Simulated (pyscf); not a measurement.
Thermochemistry of product channels of O=B–OH + H• on the doublet surface, in kcal/mol, from ωB97M-D3(BJ)/def2-TZVP energies (ideal gas, 1 atm, RRHO with modes under 100 cm⁻¹ raised to 100, one conformer, R ln 2 for rigid chiral ones). Single points on ωB97X-D3(BJ)/def2-SVP structures (PySCF, gas phase).

```
products                      ΔE  ΔH(298 K)  ΔG(600 K)  ΔG(900 K)
-------------------------  -----  ---------  ---------  ---------
•O–BH–OH                   -19.0      -15.0       -0.5       +7.2
[B=O]• + O [triplet] + H₂      ?     +143.5     +124.8     +115.3
[HO–B–OH]•                     ?      -18.5       -4.1          ?
B–OH [singlet] + OH•       +74.4      +75.6      +69.9      +67.3
•O–B=O + H₂                +13.5      +11.7      +12.0      +12.0
```

Question: Complete the blanks.

Answer: 
- [B=O]• + O [triplet] + H₂, ΔE: +145.8
- [HO–B–OH]•, ΔE: -24.1
- [HO–B–OH]•, ΔG(900 K): +3.6

The channel to •O–BH–OH turns unfavourable between 298 and 1200 K (ΔG from -8.0 kcal/mol to +15.0 kcal/mol). The channel to [HO–B–OH]• turns unfavourable between 298 and 1200 K (ΔG from -11.5 kcal/mol to +11.3 kcal/mol).

These are energies of the channels, which say nothing of barriers. B–OH [singlet] lies 44.5 kcal/mol over its isomer HB=O, and others may lie lower still (electronic energy, ωB97M-D3(BJ)). Left out: orbital degeneracy and the spin-orbit lowering of OH, O. The term symbol of open-shell •O–B=O was not checked; spin-orbit terms and orbital degeneracy are left out.
